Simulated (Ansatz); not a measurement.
## Ansatz (development build ahead of 0.2.0) run

```yaml
crystal:
  periodic: [false, false, false]
  atoms:
    - { symbol: C, position_ang: [0.0, 0.0, 0.0] }
    - { symbol: H, position_ang: [1.21357, 0.0, 0.0] }
    - { symbol: H, position_ang: [-2.14424, 0.0, 0.0] }
basis:
  gaussian: { orbitals: "6-31G" }
magnetization:
  initial_magnetization: 2
hamiltonian:
  xc: hf
correlation:
  method: fci
  frozen_orbitals: { C: 1, H: 0 }
```

The input is written out in the form of the current development build from the run's settings.

Output:

```
Converged    : yes
Total energy : -38.82536 hartree
State        : lowest triplet root, of any spatial symmetry
```
